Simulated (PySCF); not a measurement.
Structure with atom numbers: `[CH2:1]=[CH:2][CH2:3][OH:4]`. Hydrogens are named by the atom that carries them. Ha(C1) is cis to C3; Hb(C1) is trans to C3.

GIAO PBE0/pcSseg-1 shifts (PySCF 2.14, gas phase, non-relativistic, equivalent atoms averaged), each against references optimised in the same way as the molecule (TMS, H2O).

On the GFN2-xTB geometry: C2 149.2, C1 121.9, C3 71.8, O4 44.7, H(C2) 6.39, Ha(C1) 5.46, Hb(C1) 5.33, H(C3) 4.45, H(O4) 0.31 ppm.

Task: What changes on the GFN2-xTB geometry?

Result: 
```csv
atoms,δ (ppm),change
C2,149.2,+0.0
C1,121.9,+0.0
C3,71.8,+0.0
O4,44.7,+0.0
H(C2),6.39,+0.00
Ha(C1),5.46,+0.00
Hb(C1),5.33,+0.00
H(C3),4.45,+0.00
H(O4),0.31,+0.00
```

Part of each change is the reference's own: σ(TMS, C) goes from 186.9 to 186.9 ppm, σ(H2O, O) goes from 336.1 to 336.1 ppm, σ(TMS, H) goes from 31.72 to 31.72 ppm.

Bonds between heavy atoms that differ most (equivalent bonds averaged): C1–C2 1.319 → 1.319 Å. Mean change of bonds to hydrogen: C–H +0.000 Å, O–H +0.000 Å.
